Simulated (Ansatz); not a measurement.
System: body-centred tetragonal In. Method: LDA in Ansatz (PAW).

Run with plane-wave cutoff 520 eV, 24×24×24 k mesh, Fermi–Dirac smearing 0.05 eV, scalar-relativistic PAW data made under PBE.

Starting structure:

```
In
1.0
   -1.62500     1.62500     2.47500
    1.62500    -1.62500     2.47500
    1.62500     1.62500    -2.47500
In
1
Direct
  0.00000   0.00000   0.00000
```

### Question
Into what structure does the relaxation of cell and atoms lead at this level, with the symmetry of the start kept?

### Answer
The volume shrinks by 5.9 %; final space group I4/mmm.
```
In
1.0
   -1.58801     1.58801     2.43831
    1.58801    -1.58801     2.43831
    1.58801     1.58801    -2.43831
In
1
Direct
  0.00000   0.00000   0.00000
```

Ansatz is a quantum-chemistry and plane-wave program.
